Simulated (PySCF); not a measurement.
Fill in the blanks.

Malonic acid, C₃H₄O₄.
Atom-mapped SMILES: `[O:1]=[C:2]([OH:3])[CH2:4][C:5](=[O:6])[OH:7]` (hydrogens: H8 on O3; H9, H10 on C4; H11 on O7)

Conformer (atom-mapped SMILES and torsion angles): `[O:1]=[C:2]([OH:3])[CH2:4][C:5](=[O:6])[OH:7]`: O1–C2–C4–C5 74°, C2–C4–C5–O6 74°, H–O3–C2–O1 -2°, H–O7–C5–C4 177°.

```csv
property,level,value
point group of the GFN2-xTB geometry,GFN2-xTB,?
"rotational constants A, B, C of the GFN2-xTB geometry",GFN2-xTB,"4.995, 1.873, 1.593 GHz"
dipole moment,PBE0/pcSseg-1,?
HOMO energy,PBE0/pcSseg-1,?
LUMO energy,PBE0/pcSseg-1,-0.49 eV
13C chemical shifts (computed TMS as zero) by class,GIAO PBE0/pcSseg-1,?
1H chemical shifts (computed TMS as zero) by class,GIAO PBE0/pcSseg-1,?
"isotropic shieldings of nuclei other than C and H, by class",GIAO PBE0/pcSseg-1,?
largest of the computed one-bond spin–spin couplings (means over like bonds),"B3LYP/pcJ-1, spin–dipole term left out",?
```

The electronic properties come from PySCF, for the isolated species, density fitting.

**Question.** What is the dipole moment?

**Answer.** 1.17 D.

**Question.** What are the 13C chemical shifts (computed TMS as zero) by class?

**Answer.** 170.7 (C2/C5), 43.5 (C4) ppm.

**Question.** Give the point group of the GFN2-xTB geometry.

**Answer.** C2.

**Question.** What are the isotropic shieldings of nuclei other than C and H, by class?

**Answer.** -105 (O1/O6), 116 (O3/O7) ppm.

**Question.** Give the 1H chemical shifts (computed TMS as zero) by class.

**Answer.** 6.28 (H8/H11), 3.45 (H9/H10) ppm.

**Question.** What are the largest of the computed one-bond spin–spin couplings (means over like bonds)?

**Answer.** 13C–1H +144.0 (C4–H9 and 1 like it), 17O–1H -78.4 (O3–H8 and 1 like it), 13C–13C +58.4 (C2–C4 and 1 like it), 17O–13C +32.5 (O3–C2 and 1 like it), 17O–13C +29.9 (O1–C2 and 1 like it) Hz.

**Question.** What is the HOMO energy?

**Answer.** -8.37 eV.

The rotational constants make it an asymmetric top with κ = (2B − A − C)/(A − C) = -0.84, nearer the prolate limit (−1). The dipole matches unit charges of opposite sign 0.24 Å apart (1 e·Å = 4.8032 D). With B = h/(8π²I), that is 505.379 GHz u Å² over I, the principal moments of inertia are 101.2, 269.9 and 317.3 u Å² (most abundant isotopes). A dipole of 1.17 D is allowed in C2, and pure rotational transitions are dipole-allowed.

One conformer stands for the species.
